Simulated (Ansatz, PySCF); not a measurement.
Wanted: the gas-phase enthalpy of formation of CCN [ethanamine] at 298 K. Reaction (SMILES): CCN [ethanamine] + C (CH4) → CC (C2H6) [ethane] + CN (CH5N); bond separation energy.

Geometries: B3LYP-D3(BJ)/def2-TZVP minima from Ansatz (a program for electronic structure), one conformer each, not searched for the lowest. Cores are frozen in the correlated levels unless marked. UHF or UKS for open shells. Spin-orbit coupling is left out. Non-relativistic. Basis-set limits of correlation are two-point, X^-3; Hartree-Fock from the larger set. The bracket is a focal-point correction in the basis named. Thermal terms are rigid-rotor harmonic-oscillator values from B3LYP-D3(BJ) frequencies (PySCF) at 298.15 K and 1 atm. 1 Eh = 627.5095 kcal/mol. PBE is always shown; the other two functionals were drawn at random. The atomisation route leaves out scalar relativity and anharmonic zero-point terms, the atoms' spin-orbit terms, and in the frozen-core level the core correlation. Atomic data: G2/97 table in ASE.

Tabulated enthalpies of formation of the partners: C (CH4) -17.8 kcal/mol, ATcT 1.112; CC (C2H6) -20.0 kcal/mol, ATcT 1.112; CN (CH5N) -5.0 kcal/mol, ATcT 1.112. G2/97 and CRC values are older and not checked against later work.

```tsv
level	computed ΔH of the reaction (kcal/mol)	ΔHf by atomisation and measured atoms (kcal/mol)
PBE/def2-TZVPD (Ansatz)	4.0	-23.2
B3LYP-D3(BJ)/def2-TZVPD (Ansatz + dftd3)	4.2	-15.0
wB97X-V/def2-TZVPD (Ansatz)	4.2	-12.4
RI-MP2/CBS(cc-pVTZ,cc-pVQZ)+[CCSD(T)-MP2]/cc-pVTZ (Ansatz)	4.5	-11.6
```

**Question.** Derive ΔHf from the reaction at each level, and compare how far the levels part by the two routes.

**Answer.** 
The partners sum to -7.2 kcal/mol (products minus other reactants), so ΔHf = (-7.2 - ΔH):
- PBE/def2-TZVPD: -11.2; errors +0.1 by the reaction, -11.9 by atomisation
- B3LYP-D3(BJ)/def2-TZVPD: -11.4; errors -0.1 by the reaction, -3.7 by atomisation
- wB97X-V/def2-TZVPD: -11.4; errors -0.1 by the reaction, -1.1 by atomisation
- RI-MP2/CBS(cc-pVTZ,cc-pVQZ)+[CCSD(T)-MP2]/cc-pVTZ: -11.7; errors -0.4 by the reaction, -0.3 by atomisation
All levels span 0.5 kcal/mol by the reaction and 11.6 by atomisation; without PBE they span 0.3 and 3.4. The errors are against the measured -11.3 kcal/mol (G2/97 table).
